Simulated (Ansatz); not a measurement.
C2H3FOS, SMILES FC1(S)CO1, a rigid torsion scan

With Ansatz 0.2.0 through its Python package.

The cells in order, each with its output:

**Cell 1**
```python
import ansatz as az
from ase import Atoms
```

**Cell 2**
```python
BASIS_SET = "cc-pVDZ"
XC = "r2scan"
VDW = "d4"
FORCE_TOL = 0.02
```

**Cell 3**
```python
atoms = Atoms(["F", "C", "S", "C", "O", "H", "H", "H"], positions=[
    [-0.6881, -0.4781, -1.4847],
    [-0.2317, 0.0796, -0.314],
    [-0.1512, 1.8015, -0.2391],
    [0.7664, -0.804, 0.4536],
    [-0.6527, -0.5786, 0.869],
    [-1.422, 2.0644, -0.4115],
    [0.9415, -1.7832, 0.0386],
    [1.53, -0.3587, 1.0325],
])
```

**Cell 4**
```python
# start the scan from a relaxed geometry
first = (
    az.Crystal.molecule_from_ase(atoms).calculation()
    .basis(gaussian=BASIS_SET)
    .functional(XC, dispersion=VDW)
    .relax(force_tolerance=FORCE_TOL, max_steps=80)
)
atoms.positions = first.run().report["positions_ang"]
```

**Cell 5**
```python
start = atoms.get_dihedral(0, 1, 2, 5)
energies = {}
for turn in range(0, 360, 30):
    turned = atoms.copy()
    turned.set_dihedral(0, 1, 2, 5, start + turn, indices=[2, 5])
    base = (
        az.Crystal.molecule_from_ase(turned).calculation()
        .basis(gaussian=BASIS_SET)
        .functional(XC, dispersion=VDW)
    )
    energies[round((start + turn) % 360)] = base.run().report["free_energy_ev"]
floor = min(energies.values())
print("dihedral F0-C1-S2-H5 (deg)   E - E(min) (eV)")
for angle, e in sorted(energies.items()):
    print(f"{angle:8d} {(e - floor):14.3f}  " + "#" * int(30 * (e - floor) / max(max(energies.values()) - floor, 1e-9)))
```
Output:
```text
dihedral F0-C1-S2-H5 (deg)   E - E(min) (eV)
       3          0.079  ##################
      33          0.030  ######
      63          0.000
      93          0.027  ######
     123          0.070  ################
     153          0.090  ####################
     183          0.106  ########################
     213          0.130  ##############################
     243          0.128  #############################
     273          0.084  ###################
     303          0.055  ############
     333          0.074  #################
```

The lowest point is at 63° and the highest at 213°, 0.130 eV (12.5 kJ/mol) above it, with the rest of the molecule held.

The scan is rigid and the energies are electronic, in a modest basis. With rigid groups the curve can differ much from the relaxed path, the start wasn't checked as a minimum of this torsion, and equivalent turns needn't return to the same energy. It ran for 78 s on 1 thread of AMD EPYC 7B13 (Zen 3), with other jobs on the host, peak memory 0.25 GiB.
